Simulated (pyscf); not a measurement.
PySCF, gas phase, ωB97X-D3(BJ)/def2-SVP geometries.

Task: Estimate by transition-state theory the rate constant of F–N•–F + SiH₄ → F–NH–F + SiH₃• (doublet surface; H–Si broken, H–N formed) at 1200 K, with ωB97M-D3(BJ)/def2-TZVP energies (ideal gas, 1 atm, RRHO with modes under 100 cm⁻¹ raised to 100, one conformer, R ln 2 for rigid chiral ones; no tunnelling).

Result: The electronic barrier is 24.1 kcal/mol and the thermal terms add +29.4, so ΔG‡ = 53.5 kcal/mol. With k_BT/h = 2.50e+13 s⁻¹ and RT = 2.385 kcal/mol, and a volume of 1.64e-19 cm³ per molecule at 1 atm, k = 7.5e-16 cm³ molecule⁻¹ s⁻¹. Wigner's tunnelling factor for 1895i cm⁻¹ would be 1.22. A shift of 1 kcal/mol in the barrier changes k by a factor 1.5. One saddle was located; it need not be the lowest between these sides. The angle at the transferred H is 163°.
